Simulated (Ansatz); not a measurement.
Other spins and charges of SF⁺, triplet at one geometry

Geometry (PBE0/def2-TZVP stationary point for this spin):

```yaml
atoms:
  - { symbol: F, position_ang: [0.0000, 0.0000, 0.0000] }
  - { symbol: S, position_ang: [0.0000, 0.0000, 1.5040] }
```

Basis 6-31G; Ansatz 0.2.0. Only valence electrons are correlated (noble-gas cores frozen). Prefix R: restricted or restricted open-shell reference. Active spaces: valence = (12e, 8o) chosen from the atoms' valence shells.

Gaps are energies of the second state less the first, at fixed atoms, for a selection of the levels run; each method lands on the state that its own search finds for that charge and spin.

HF rows are the lowest solutions found. Coupled cluster chose its determinant by trial CCSD, here up to 0.19 eV above the lowest Hartree–Fock solution of its kind, and MP2 stands on that determinant too. For open shells CISD and CISDTQ are restricted-active-space CI with the open shells as a complete middle space. The determinant of the SF⁺ singlet fills πx and πy unequally, so it is a mixture of Σ and Δ, which weighs on every level built on one determinant.

**Question.** PBE gives 9.491 eV for quintet less triplet. Estimate what full CI gives in 6-31G.

**Answer.** Full CI in 6-31G gives 9.244 eV, so against it PBE is off by 0.247 eV, of which a good part can be the reference's own basis and frozen-core error.

```
    level  gap (eV)  error (meV)
     RMP2     9.453          209
    RCCSD     9.186          -58
  BCCD(T)     9.238           -6
   RCCSDT     9.239           -5
   CISDTQ     9.245            1
RCCSDT(Q)     9.244            0
   r2SCAN     9.353          109
     PBE0     9.325           81
  wB97M-V     9.635          391
  RPA-PBE     9.062         -182
```

Singlet less triplet: 1.356 eV at full CI (triplet A2, singlet A2, in C2v).

By full CI's occupations no single determinant describes the singlet well.

```csv
level,gap (eV),error (meV)
RHF,2.125,769
RMP2,1.708,352
CISD,1.746,390
RCCSD,1.647,291
RCCSD(T),1.537,181
BCCD(T),1.535,179
RCCSDT*,1.402,46
CISDTQ,1.450,94
RCCSDT(Q)*,1.340,-16
RCCSDTQ*,1.361,5
CASSCF (valence space),1.277,-79
NEVPT2 (valence space),1.346,-10
MRCISD (valence space),1.345,-11
MRCISD+Q (valence space),1.349,-7
```

An asterisk marks runs whose energy the program itself flagged as in doubt.

In so small a basis the reference is far from its limit while semilocal and hybrid functionals are nearer theirs (RPA and double hybrids share much of the reference's basis error), so the functionals' errors here hold much of the reference's basis and frozen-core error, which can add to them or hide them.

Full CI is exact within this basis and frozen core; it isn't the basis-set limit.
